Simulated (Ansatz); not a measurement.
A calculation with Ansatz (development build ahead of 0.2.0).

```yaml
crystal:
  periodic: [false, false, false]
  atoms:
    - { symbol: Li, position_ang: [0.0, 0.0, 0.0] }
    - { symbol: Li, position_ang: [0.0, 0.0, 3.1] }
basis:
  gaussian: { orbitals: pcseg-2 }
total_charge: 1
magnetization:
  initial_magnetization: 1
hamiltonian:
  xc: hf
```

The input is written out in the form of the current development build from the run's settings.

Output:

```yaml
Converged: yes
Total_energy: -14.70978 hartree
Spin_squared_of_the_determinant: 0.750
Stability_test: minimum among restricted orbitals
```
